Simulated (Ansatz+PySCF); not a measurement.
Values are calculated unless marked as measured or tabulated.
## Several solutions for singlet CH₄ in separate pieces

```xyz
5

C     0.0000    0.0000    0.0000
H     1.9020    1.9020    1.9020
H     0.6340   -0.6340   -0.6340
H    -0.6340    0.6340   -0.6340
H    -0.6340   -0.6340    0.6340
```

Basis set: cc-pVDZ (spherical functions). Charge 0, multiplicity 1.

PBE0 (unrestricted) was run from several starts with Ansatz (development build ahead of 0.2.0) and PySCF 2.14.0.

```json
{"run": "A", "program": "PySCF", "start": "program defaults", "converged": "yes", "energy (hartree)": "-40.20793", "<S²>": "0.00"}
{"run": "B", "program": "Ansatz", "start": "search for the lowest state", "converged": "yes", "energy (hartree)": "-40.27452", "<S²>": "0.98"}
{"run": "C", "program": "Ansatz", "start": "stability test followed", "converged": "yes", "energy (hartree)": "-40.27452", "<S²>": "0.98"}
{"run": "D", "program": "PySCF", "start": "guess minao, instabilities followed", "converged": "yes", "energy (hartree)": "-40.27452", "<S²>": "0.98"}
{"run": "E", "program": "Ansatz", "start": "atomic start, no search", "converged": "yes", "energy (hartree)": "-40.27452", "<S²>": "0.98"}
```

Q: Which runs reached the lowest solution of this kind, and what is wrong with the others?

A: B, C, D, E reached the lowest solution found. Converged but too high: A by 1.81 eV. Convergence only shows a stationary point, and even a stable one can lie too high; stability tests and further starts are what find lower ones. Caution: charge can spread falsely over distant fragments. Caution: the unrestricted determinant is a mixture of spin states.
